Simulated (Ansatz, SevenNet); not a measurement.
For bcc Li, the machine-learned potential SevenNet-0 (trained on PBE and PBE+U data) gives:

```
Property                          Result
------------------------------  --------
equilibrium lattice constant a   3.428 Å
elastic constant C11            20.5 GPa
elastic constant C44            9.64 GPa
polycrystal shear modulus       5.14 GPa
```

Q: What does r²SCAN (Ansatz, a first-principles code, plane waves, PAW) give for the same quantities?

A: 
- lattice constant a: 3.477 Å (goes up by 1.4 %)
- elastic constant C11: 14.7 GPa (shrinks by 28 %)
- elastic constant C44: 11.3 GPa (grows by 17 %)
- Voigt–Reuss–Hill shear modulus: 5.01 GPa (drops by 2.5 %)

For comparison: lattice constant a 3.449 Å (measured, low-temperature or extrapolated to 0 K; zero-point anharmonic expansion removed, our sources range from 3.443 to 3.453; as tabulated in Csonka et al. (2009), arXiv:0903.4037); elastic constant C11 14.7 GPa (measured, temperature not stated, no zero-point or thermal correction, our sources range from 13.4 to 14.7; as tabulated in arXiv:1601.06701); elastic constant C44 9.6 GPa (measured, temperature not stated, no zero-point or thermal correction, our sources range from 9.60 to 10.7; as tabulated in Mechanics & Industry (2023), article mi220138, Table 3).

Changes are worked out from the printed values.

Unless a cell is named, each level is at its own relaxed cell (SevenNet-0 20.14, r²SCAN 21.02 Å³/atom).

Ansatz's density-functional and Hartree–Fock values are scalar-relativistic unless marked +SOC, with PAW data made under PBE.
